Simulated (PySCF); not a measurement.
Partial charges of `C#[C][AlH3-]`

Species: C2H4Al (charge -1).
SMILES with atom numbers: `[CH:1]#[C:2][AlH3-:3]` (hydrogens: H4 on C1; H5, H6, H7 on Al3)

Geometry (PBE0-D3(BJ)/def2-SVP, Å), atoms numbered from 1 in this order:
```
atom  x, y, z in Å
C1     2.0496   -0.1987   -0.2924
C2     0.8336   -0.1313   -0.1421
Al3   -1.1552   -0.0071    0.0885
H4     3.1149   -0.2580   -0.4223
H5    -1.7309    1.0874   -0.9887
H6    -1.8040   -1.4869   -0.1929
H7    -1.4707    0.4761    1.6237
```

Density: PBE0/pcSseg-1 (PySCF); schemes: Mulliken, IAO, Hirshfeld and ESP-fitted. Isolated species at its PBE0-D3(BJ)/def2-SVP geometry, gas phase. The pcSseg-1 basis has no diffuse functions, a weakness for an anion.

Task: Atoms with like bonding are taken together and averaged. At which atom do the 4 schemes differ most?

Result: At Al3: from +0.136 (Hirshfeld) to +0.598 e (ESP-fitted), 0.462 e apart.

Task: Do the Mulliken, IAO, Hirshfeld and ESP-fitted schemes agree on where the charge is lowest?

Result: The schemes don't all agree: Mulliken H5/H6/H7 (-0.343); IAO C1 (-0.344); Hirshfeld H5/H6/H7 (-0.246); ESP-fitted C1 (-0.542).

Task: For which atoms does the sign change between the 4 schemes (beyond +0.03 e in one, beyond −0.03 e in another)?

Result: For none.

Task: What partial charge does each atom carry?

Result: In e; atoms taken as equivalent share a row and are averaged (×n: the atom named and its like, n in all):

| atom | environment | Mulliken | IAO | Hirshfeld | ESP-fitted |
| --- | --- | --- | --- | --- | --- |
| C1 | terminal alkyne carbon | -0.322 | -0.344 | -0.218 | -0.542 |
| C2 | alkyne carbon | -0.187 | -0.295 | -0.226 | -0.193 |
| Al3 | aluminium bonded to C and 3 H | +0.511 | +0.252 | +0.136 | +0.598 |
| H4 | alkyne hydrogen | +0.027 | +0.156 | +0.047 | +0.272 |
| H5/H6/H7 | Al–H hydrogen | -0.343 | -0.256 | -0.246 | -0.378 |

Mean size of the charges over all atoms: ESP-fitted 0.392 e, Mulliken 0.296 e, IAO 0.259 e, Hirshfeld 0.195 e. Each set sums to the total charge, -1, to within 0.001 e. The Mulliken scheme counts on each atom the diagonal of the density matrix times the overlap matrix over that atom's basis functions. The ESP scheme fits charges at the nuclei, held to the total charge, to the electrostatic potential on points at 1.4 to 2.0 times the van der Waals radii.

Task: How closely do the schemes follow one another over all atoms?

Result: Correlation coefficient and root-mean-square difference: IAO with Hirshfeld 0.98, 0.081 e; IAO with ESP-fitted 0.97, 0.180 e; Hirshfeld with ESP-fitted 0.96, 0.246 e; Mulliken with ESP-fitted 0.96, 0.131 e; Mulliken with Hirshfeld 0.94, 0.161 e; Mulliken with IAO 0.91, 0.130 e.

Task: Sum the charges by element, for elements with more than one atom.

Result: 
```
element  atoms  Mulliken     IAO  Hirshfeld  ESP-fitted
      C      2    -0.510  -0.639     -0.444      -0.736
      H      4    -1.001  -0.613     -0.692      -0.862
```

Task: How many electrons does the Hirshfeld scheme count on C2?

Result: Z − q = 6 − (-0.226) = 6.226.
